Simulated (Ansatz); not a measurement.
`C=NC#CC` → `C/C=C/C#N`  (isomerisation)

Calculated with Ansatz (gas phase, PBE0-D4/def2-TZVP geometries, no zero-point term in ΔE). CCSD(T)/CBS adds triple-zeta CCSD(T) − MP2 to the extrapolated MP2 energy (def2 sets, frozen cores). This one scheme is used for every species. Functionals use def2-TZVPP.

| level | ΔE (kJ/mol) |
| --- | --- |
| BHLYP-D4 | -172.8 |
| PBE0 | -162.6 |
| RPA@PBE/def2-TZVPP | -185.8 |
| MP2/def2-TZVPP | -182.4 |

Problem. What does CCSD(T)/CBS give? (Best estimate.)

Solution. Computed: -177.2 kJ/mol. The listed levels differ from it by 4.4, 14.6, -8.6, -5.2 kJ/mol.

Largest T1 diagnostic among the species: 0.013.

From PBE to PBE0 (25 % exact exchange), in def2-TZVPP and without D4, ΔE moves by −8.3 kJ/mol. At CCSD(T), def2-SVP lies −6.7 kJ/mol from the extrapolated value and def2-TZVPP −4.4 kJ/mol. Leaving LDA and LC-ωPBE aside and taking each functional with its dispersion term where it has one, the values, not all of them listed here, spread over 20.5 kJ/mol, from ωB97X-V to PBE-D4. LDA lies +10.9 kJ/mol from PBE without D4.
